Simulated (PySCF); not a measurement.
Dipole moment and polarisability of `[H]/N=C\C=O`

Compound: C₂H₃NO.
Geometry (GFN2-xTB, Å), atoms numbered from 1 in this order:
```
atom  x, y, z in Å
N1     1.5094   -0.0614    0.1286
C2     0.3764    0.4532    0.2911
C3    -0.9173   -0.1246   -0.1760
O4    -1.9906    0.3836   -0.0099
H5     1.5124   -0.9534   -0.3702
H6     0.3164    1.4014    0.8166
H7    -0.8033   -1.0940   -0.7072
```

Level: PBE0/def2-SVPD (PySCF), static field, nuclei fixed, core orbitals frozen in the response. The polarisability tensor in these axes (au):

```
x   48.78 -5.43 -0.22
y   -5.43 33.41  5.05
z   -0.22  5.05 26.14
```

Question: Diagonalise the tensor; give its mean and Δα, where Δα² is half the sum of the squared differences of the eigenvalues.

Answer: Principal values 23.33, 34.37 and 50.64 au; mean 36.11 au = 5.35 Å³ = 5.95 × 10⁻⁴⁰ C²·m²/J; Δα = 23.79 au (66 % of the mean).

Question: What is the dipole moment, and where does it point?

Answer: (0.78, -1.35, -0.67) D, 1.69 D in size, pointing from the negative to the positive side. Measured along this direction, the outermost atoms are H6 and O4 at the negative end and H5 at the positive end.

Question: In TDDFT the mean static polarisability is Σ f/ω² over all singlet excitations (ω in hartree). How much of it do the 8 lowest give? Their energies (eV) and oscillator strengths: 3.16, 0.0010; 4.62, 0.0013; 6.67, 0.0000; 7.11, 0.2626; 7.40, 0.1352; 7.90, 0.0008; 8.10, 0.0803; 8.19, 0.0123.

Answer: They add up to 6.85 au, 19.0 % of the 36.11 au; the largest single term is 3.85 au, from the state at 7.11 eV. Terms in order: 0.08, 0.04, 0.00, 3.85, 1.83, 0.01, 0.91, 0.14 au. Higher excitations give the rest. The strengths listed sum to 0.494.

Question: Find the Langevin capture rate constant for O2+ (31.990 u) meeting this molecule (57.021 u), k = 2.342 × 10⁻⁹ cm³/s × √(α in Å³ / reduced mass in u).

Answer: The reduced mass is 20.49 u, so k = 1.20 × 10⁻⁹ cm³/s. The formula leaves out the permanent dipole, which adds to the capture rate.

Question: Traceless (Buckingham) quadrupole moment about the centre of nuclear charge: eigenvalues?

Answer: -10.84, 3.22, 7.62 D·Å. The values depend on the origin, since the dipole doesn't vanish. The electronic extent ⟨r²⟩ about the same centre is 281 bohr², a root-mean-square distance of 1.62 Å for the 30 electrons.

The structure is a single GFN2-xTB conformer in the gas phase; no vibrational or solvent corrections.

These values come from a run that also computed excited states. Time: 3.6 s. Hardware: an Arm Neoverse V2 with one thread, on a shared host.
